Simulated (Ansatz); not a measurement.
# doublet CS(+): levels of theory in one basis

```xyz
2

C     0.0000    0.0000    0.0000
S     0.0000    0.0000    1.5697
```

Basis set: def2-SVP (spherical functions). Frozen core: 6 orbitals. Correlation on ROHF uses semicanonical orbitals with singles. Charge 1, multiplicity 2.

Computed with Ansatz (development build ahead of 0.2.0); each method stands on the lowest determinant of its kind that the runs found.

```csv
method,E − E(ROHF) (eV),<S²> of the determinant
ROHF,0.00,–
UHF,-1.06,1.70
ROHF-MP2,-6.64,–
UHF-MP2,-5.61,1.70
UHF-CCSD(T),-7.42,1.70
UHF-CCSDT(Q),-7.60,1.70
```

**Question.** What does ROHF-CCSD(T) give on the same scale?

**Answer.** -7.52 eV.

Caution for ROHF, ROHF-MP2, ROHF-CCSD(T): an unrestricted determinant lies well below. Caution for UHF, UHF-MP2, UHF-CCSD(T), UHF-CCSDT(Q): the unrestricted determinant is a mixture of spin states. Caution for UHF-CCSD(T): another reference gives a lower total.
